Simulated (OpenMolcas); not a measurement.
# BPH4 (SMILES BP) at 6 levels

We compute a comparison of 6 runs (B2PLYP/STO-3G, SVWN5/STO-3G, UB3LYP/STO-3G, UPBE/STO-3G, CISD/STO-3G, CCSD(T)/STO-3G) of BPH4. 

The calculation is run with OpenMolcas 26.06.

## Step 1: Starting point

BPH4: 6 atoms, total charge 0, spin state singlet. As SMILES, `BP`. The B1–H3 distance was set to 1.753 Å, away from the relaxed value. At this shape a bond of the SMILES string is far longer than usual.

Bond lengths: B1–P2 1.841 Å, B1–H4 1.169 Å, P2–H5 1.378 Å, P2–H6 1.378 Å. Angles: B1–P2–H5 103.7°, B1–P2–H6 103.7°, P2–B1–H4 119.5°, H5–P2–H6 96.8°. A long bond or contact: B1–H3 1.753 Å.

## Step 2: The energy at B2PLYP/STO-3G (run 1)

File coord.xyz:

```xyz
6

B      0.392745    -0.626330    -0.243168
P      0.768825     1.170400    -0.102418
H     -0.777460    -1.351190     0.842930
H      1.049315    -1.299240    -0.937978
H      0.989195     1.560680    -1.405768
H     -0.472185     1.753830     0.036162
```

File test.input:

```
>>> EXPORT MOLCAS_PRINT=2
&gateway
baslib
$CurrDir
coord
coord.xyz
basis
STO-3G
group
NoSym
&seward
gridinput
Grid=UltraFine
End of Grid
&scf
ksdft
B2PLYP_SCF
thresholds
1e-10 1e-07 1e-07 1e-05
prorbitals
1 1
&mbpt2
frozen
6
```

The basis set STO-3G is read from a file made from the Basis Set Exchange's data (not shown).

Run with:

```bash
export MOLCAS_MEM=1860
pymolcas test.input > test.log
```

Output:

```text
--- Start Module: gateway ---
[...]
--- Stop Module: gateway /rc=_RC_ALL_IS_WELL_ ---
[...]
      Basis functions           18
[...]
--- Start Module: scf ---
[...]
       Convergence after  11 Iterations
[...]
::    Total KS-DFT energy                            -364.0558992270
[...]
      Total spin, S                                     0.0000000000
[...]
      Total electronic charge=   24.000000
      Total            charge=   -0.000000
[...]
      Dipole Moment (debye):
      Origin of the operator (angstrom)=    0.6288    0.6525   -0.1592
                   X= -1.8424E-02               Y=  9.2710E-01               Z= -7.5011E-01           Total=  1.1927E+00
      Quadrupole Moment (debye*angstrom):
[...]
--- Stop Module: scf /rc=_RC_ALL_IS_WELL_ ---
[...]
--- Start Module: mbpt2 ---
[...]
 ###    WARNING: MP2 implementation intended for RHF references only         ###
 ###############################################################################
MBPT2 WARNING: Reference function according to RunFile:KS-DFT
I'll assume you know what you're doing and continue
WARNING!
Default frozen orbitals as non valence orbitals is overwritten by user input.
Default values:   6
[...]
       Reference weight ( Cref**2 )         =        0.91560
::    Total MBPT2 energy                             -364.1767834550
[...]
      Total MBPT2 calculations                           0.03      0.04
--- Stop Module: mbpt2 /rc=_RC_ALL_IS_WELL_ ---
[...]
```

It took 4.8 s on 1 thread of Arm Neoverse V1, shared host; peak memory 0.37 GiB.

## Step 3: The energy at SVWN5/STO-3G (run 2)

coord.xyz is that of step 2.

File test.inp:

```
&GATEWAY
  BasLib=$CurrDir
  Coord=coord.xyz
  Basis=STO-3G
  Group=NoSym

&SEWARD
  GridInput
  Grid=UltraFine
  End of Grid

&SCF
  KSDFT=SVWN5
  Thresholds=1e-10 1e-07 1e-07 1e-05
  PrOrbitals=1 1
```

The basis set STO-3G is read from a file made from the Basis Set Exchange's data (not shown).

Run with:

```bash
export MOLCAS_MEM=1860
pymolcas test.inp > test.log
```

Output:

```text
--- Start Module: gateway ---
[...]
--- Stop Module: gateway /rc=_RC_ALL_IS_WELL_ ---
--- Start Module: seward ---
[...]
      Basis functions           18
--- Stop Module: seward /rc=_RC_ALL_IS_WELL_ ---
--- Start Module: scf ---
[...]
       Convergence after  14 Iterations
[...]
::    Total KS-DFT energy                            -362.6827424353
[...]
      Total spin, S                                     0.0000000000
[...]
      Total electronic charge=   24.000000
      Total            charge=   -0.000000
[...]
      Dipole Moment (debye):
      Origin of the operator (angstrom)=    0.6288    0.6525   -0.1592
                   X= -2.1903E-02               Y=  1.5129E+00               Z= -7.2027E-01           Total=  1.6757E+00
      Quadrupole Moment (debye*angstrom):
[...]
--- Stop Module: scf /rc=_RC_ALL_IS_WELL_ ---
[...]
```

Run time: 4.5 s. Hardware: 1 thread of Arm Neoverse V1, shared host; peak memory 0.37 GiB.

## Step 4: A single-point energy at UB3LYP/STO-3G (run 3)

coord.xyz is that of step 3.

Changes to test.inp since step 3:

```diff
@@ -1 +1,3 @@
+* BH4P Kohn-Sham DFT
+
 &GATEWAY
@@ -12,4 +14,6 @@
 &SCF
-  KSDFT=SVWN5
+  UHF
+  KSDFT=B3LYP
   Thresholds=1e-10 1e-07 1e-07 1e-05
+  Scramble=0.25
   PrOrbitals=1 1
```

The basis set STO-3G is read from a file made from the Basis Set Exchange's data (not shown).

Run with:

```bash
export MOLCAS_MEM=1860
pymolcas test.inp > test.log
```

Output:

```text
--- Start Module: gateway ---
[...]
--- Stop Module: gateway /rc=_RC_ALL_IS_WELL_ ---
--- Start Module: seward ---
[...]
      Basis functions           18
--- Stop Module: seward /rc=_RC_ALL_IS_WELL_ ---
--- Start Module: scf ---
[...]
       Convergence after  17 Iterations
[...]
::    Total KS-DFT energy                            -364.3180286068
[...]
      Total spin, S                                    -0.0000000000
[...]
      Total electronic charge=   24.000000
      Total            charge=   -0.000000
[...]
      Dipole Moment (debye):
      Origin of the operator (angstrom)=    0.6288    0.6525   -0.1592
                   X=  6.6669E-02               Y=  1.2389E+00               Z= -6.9616E-01           Total=  1.4227E+00
      Quadrupole Moment (debye*angstrom):
[...]
--- Stop Module: scf /rc=_RC_ALL_IS_WELL_ ---
[...]
```

Wall time 9.9 s (1 thread of Arm Neoverse V1, shared host); peak memory 0.37 GiB.

Runs 4 to 5 aren't shown in full; the table further down has their settings and results.

## Step 5: The energy at CCSD(T)/STO-3G (run 6)

coord.xyz is that of step 4.

File test.input:

```
* BH4P CCSD(T)
>>> EXPORT MOLCAS_PRINT=2
&GATEWAY
BasLib = $CurrDir
Coord = coord.xyz
Basis = STO-3G
Group = NoSym
&SEWARD
&SCF
Thresholds = 1e-10 1e-07 1e-07 1e-05
PrOrbitals = 1 1
&RASSCF
FileOrb = $Project.ScfOrb
Spin = 1
Nactel = 0 0 0
Inactive = 12
Ras2 = 0
OutOrbitals = Canonical
OrbListing = Nothing
&MOTRA
JobIph
Frozen = 6
&CCSDT
CCT
Triples = 2
Iterations = 80
Accuracy = 1e-08
Extrapolation = 5 4
```

The basis set STO-3G is read from a file made from the Basis Set Exchange's data (not shown).

Run with:

```bash
export MOLCAS_MEM=1860
pymolcas test.input > test.log
```

Output:

```text
--- Start Module: gateway ---
[...]
--- Stop Module: gateway /rc=_RC_ALL_IS_WELL_ ---
[...]
      Basis functions           18
[...]
       Convergence after  12 Iterations
[...]
::    Total SCF energy                               -363.4714490753
[...]
      Total spin, S                                     0.0000000000
[...]
      Number of active orbitals                  0
[...]
      Spin quantum number                      0.0
[...]
      Active orbitals                            0
[...]
      Number of CSFs                             1
[...]
      Number of root(s) required                 1
[...]
      Convergence after  4 iterations
[...]
      Natural orbitals and occupation numbers for root  1
      ************************************************************************************************************************
      *                                                    Final results                                                     *
      ************************************************************************************************************************
[...]
::    RASSCF root number  1 Total energy:   -363.47144908
[...]
      Total electronic charge=   24.000000
      Total            charge=   -0.000000
[...]
      Dipole Moment (debye):
      Origin of the operator (angstrom)=    0.6288    0.6525   -0.1592
                   X= -8.4374E-02               Y=  5.8774E-01               Z= -8.1220E-01           Total=  1.0061E+00
      Quadrupole Moment (debye*angstrom):
[...]
--- Start Module: motra ---
[...]
      *** WARNING: Default frozen orbitals is overwritten by user input.
      *** Default values:   6
[...]
--- Stop Module: motra /rc=_RC_ALL_IS_WELL_ ---
--- Start Module: ccsdt ---
[...]
      Convergence after                    18  Iterations
      Total energy (diff) :    -363.60159597       0.00000001
[...]
 METHOD                       : CCSD+T(CCSD)+<T3(1)WT1> = CCSD(T)
[...]
       CCSD     =      -363.6015959653272
[...]
--- Stop Module: ccsdt /rc=_RC_ALL_IS_WELL_ ---
[...]
```

Wall time 2.2 s (1 thread of Arm Neoverse V1, shared host); peak memory 0.37 GiB.

## Step 6: All runs side by side

```tsv
run	level	frozen core orbitals	scramble	energy (Eh)	dipole moment (D) of the reference	HOMO energy (eV)	LUMO energy (eV)	wall time
1	B2PLYP/STO-3G	6	–	-364.088538	1.19	-5.90	3.46	4.8 s
2	SVWN5/STO-3G	–	–	-362.682742	1.68	-3.71	0.60	4.5 s
3	UB3LYP/STO-3G	–	0.25	-364.318029	1.42	-4.78	1.44	9.9 s
4	UPBE/STO-3G	–	0.25	-364.085829	1.63	-3.83	0.56	8.1 s
5	CISD/STO-3G	6	–	-363.592591	1.01	-7.58	6.53	1.8 s
6	CCSD(T)/STO-3G	6	–	-363.603523	1.01	-7.58	6.53	2.2 s
```

## Step 7: Summary of results

| quantity | value |
| --- | --- |
| run 6: total energy | -363.60352 Eh |
| run 6: dipole moment (mean-field density) | 1.01 D |
| run 6: HOMO energy (Hartree–Fock orbitals) | -7.58 eV |
| run 6: LUMO energy (Hartree–Fock orbitals) | 6.53 eV |
| run 6: HOMO–LUMO gap (Hartree–Fock orbitals) | 14.11 eV |
| run 6: correlation energy (6 core orbitals frozen) | -132.1 mEh |
| run 6: (T) correction | -1.93 mEh |

In words: Over runs 1, 2, 3, 4 the dipole moment (its size) runs from 1.19 D (B2PLYP/STO-3G) to 1.68 D (SVWN5/STO-3G). A double hybrid's value is that of its SCF part. Over runs 1, 2, 3, 4 the HOMO–LUMO gap runs from 4.30 eV (SVWN5/STO-3G) to 9.36 eV (B2PLYP/STO-3G). For B2PLYP the log adds the whole second-order term; the table takes 0.27 of it, as the functional is defined. Totals of different functionals can't be ranked against each other. In runs 1, 2, 3, 4, 5, 6 the basis is minimal, so the values are rough. All runs together took 31 s, the longest 9.9 s.
